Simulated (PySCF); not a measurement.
# Chlorine: a sound run and one with changed settings

Sound run: Cl [Ne] 3s2 3p5, Cl⁺ [Ne] 3s2 3p4. Calculation: PySCF 2.14, in pcseg-2; the non-relativistic Hamiltonian (point nucleus). In the sound run the correlated levels freeze [Ne]. The sound run starts from symmetry-adapted Hartree-Fock orbitals and uses a fine grid where one is needed.

Changed run: basis STO-3G. This setting is unsound on purpose.

```tsv
species	method	sound run (hartree)	changed run (hartree)	converged
Cl	UHF	-459.47818	-454.54219	yes
Cl	MN15	-460.07886	-454.03338	yes
Cl	LDA	-458.66268	-453.57551	yes
Cl	MP2	-459.62602	-454.54219	yes
Cl⁺	UHF	-459.04474	-454.12970	yes
Cl⁺	MN15	-459.59818	-453.56166	yes
Cl⁺	LDA	-458.17687	-453.11261	yes
Cl⁺	MP2	-459.16156	-454.12970	yes
```

Ionisation energy of Cl:

```csv
method,sound run (eV),changed run (eV)
UHF,11.794,11.224
MN15,13.080,12.836
LDA,13.220,12.596
MP2,12.638,11.224
SCS-MP2,12.636,11.224
```

A minimal basis cannot let orbitals breathe on ionisation and holds almost no correlation.

For comparison, NIST gives 12.968 eV between the lowest levels.
